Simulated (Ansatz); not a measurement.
# Si2H2 (triplet): wave-function methods side by side, def2-QZVPP

The task here is to estimate one member of a computed series from the others.

Method: def2-QZVPP, core rule «outside noble gas», up to 10 orbitals frozen; program: Ansatz 0.2.0, Gaussian basis.

Plan: UHF; ROHF; CCSD(T) on UHF.

2 further runs of the same task are left out: 2 set aside as unsound or not needed.

## The geometry

The geometry is a PBE0/def2-TZVP stationary point (not a proven minimum) of the parent state, kept for this charge and spin.

4 atoms, charge 0, spin multiplicity 3.

Atoms are counted from 1 here; the program's logs count them from 0.

Bond lengths: Si1–Si2 2.101 Å, Si1–H3 1.493 Å, Si1–H4 1.638 Å, Si2–H4 1.718 Å. Angles: Si2–Si1–H3 160.7°, Si2–Si1–H4 53.0°, H3–Si1–H4 107.8°, Si1–Si2–H4 49.5°, Si1–H4–Si2 77.5°.

Set-up of the first run:

The input, in.yaml:

```yaml
crystal:
  periodic: [false, false, false]
  atoms:
    - {symbol: Si, position_ang: [0.000000, 0.064094, 1.005387]}
    - {symbol: Si, position_ang: [0.000000, -0.004642, -1.094839]}
    - {symbol: H, position_ang: [0.000000, -0.381837, 2.430212]}
    - {symbol: H, position_ang: [0.000000, -1.274751, 0.062301]}
basis:
  gaussian: {orbitals: "def2-QZVPP.json"}
magnetization: {spin_polarized: true, initial_magnetization: 2}
hamiltonian: {xc: hf}
output: {orbitals: {seedname: orbitals}}
```

Command:

```console
$ ansatz run in.yaml --threads 1 --pin off --events-out ev --progress --plain --max-ram 4096MiB --backend cpu
```

Steps of the session up to this table: UHF; ROHF; CCSD(T) on UHF.

One table of the session follows, with a row left open; its other results are not shown here.

| method | from UCCSD(T) (kJ/mol) |
| --- | --- |
| ROHF | ? |
| UMP2 | +125.4 |
| UCCSD | +37.0 |
| UCCSD(T) | 0 |

Estimate the missing values for ROHF.

As computed: from UCCSD(T) (kJ/mol): +701.4. In the column «from UCCSD(T) (kJ/mol)» it is the highest.

Left out of the table: UHF (another determinant or state than the rows shown).

To keep in mind: Warnings: coupled cluster took another determinant than the lowest.
